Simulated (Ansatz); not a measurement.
Species: C2H2N (charge 0, doublet). It need not be the lowest isomer of its formula. SMILES: [CH2]C#N
Geometry: optimised at B3LYP-D3(BJ)/def2-TZVP (Ansatz, a quantum-chemistry and plane-wave program).

Parts of the frozen-core correlation energy in 6-31G* (Ansatz, hartree). Frozen orbitals: 3; correlated occupied orbitals by spin: 8 and 7; virtual: 38 and 39. UHF or UKS for open shells. Spin-orbit coupling is left out. Non-relativistic.

```tsv
term	value
reference (HF)	-131.30659
MP2 opposite-spin	-0.26854
MP2 same-spin	-0.09533
CCSD correlation	-0.39887
(T)	-0.01525
T1 diagnostic	0.036
largest doubles amplitude	0.085
<S^2> of the reference	0.940
```
